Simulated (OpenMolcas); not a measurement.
## How basis sets differ on P4 (SMILES P12P3P1P23)

P4: 4 atoms, total charge 0, spin state singlet. As SMILES, `P12P3P1P23`. Geometry: relaxed at PBE0-D4/def2-TZVP.

Each level gives the vertical ionisation energy (to the doublet cation) (eV). The values are calculated.

| level | kind | program | value (eV) |
| --- | --- | --- | --- |
| B97-2/pcseg-0 | global hybrid | OpenMolcas | 10.98 |
| B97-2/pcseg-1 | global hybrid | OpenMolcas | 9.79 |
| B97-2/aug-pcseg-1 | global hybrid | OpenMolcas | 9.72 |
| B97-2/pcseg-2 | global hybrid | OpenMolcas | 9.62 |

The values span 9.62 to 10.98 eV. Without the sets that lack polarisation functions the rows with a basis span only 9.62 to 9.79 eV.
